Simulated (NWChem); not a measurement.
System: dimethyl sulfide (C$_{2}$H$_{6}$S); SMILES S(C)C

The following NWChem deck was run.

```
start job
memory heap 200 mb stack 900 mb global 1100 mb
geometry units angstroms noautoz
  C     -1.379092     0.000000    -0.510968
  S      0.000000     0.000000     0.650724
  C      1.379092     0.000000    -0.510968
  H     -1.374213    -0.899006    -1.146955
  H     -2.302295     0.000000     0.085551
  H     -1.374213     0.899006    -1.146955
  H      1.374213    -0.899006    -1.146955
  H      2.302295     0.000000     0.085551
  H      1.374213     0.899006    -1.146955
end
basis spherical
  C library 3-21g
  S library 3-21g
  H library 3-21g
end
dft
  xc xpbe96 cpbe96
  iterations 150
end
tddft
  cis
  nroots 6
  notriplet
end
task tddft energy
```

STO-3G and 3-21G are far too small for this property and stand as cheap habits. Coordinates come from a PBE0/def2-SVP optimisation.

Vertical excitations in the gas phase.

Question: Give the results of this calculation. (PBE/3-21G, TDA.) Quantities: basis functions; lowest excitation, singlet (eV); oscillator strength of that lowest state; orbital gap (eV).

Answer: 
```json
{
 "number_of_basis_functions": "43",
 "lowest excitation, singlet (eV)": "6.19",
 "oscillator_strength_of_that_lowest_state": "0.000",
 "orbital gap (eV)": "5.90"
}
```
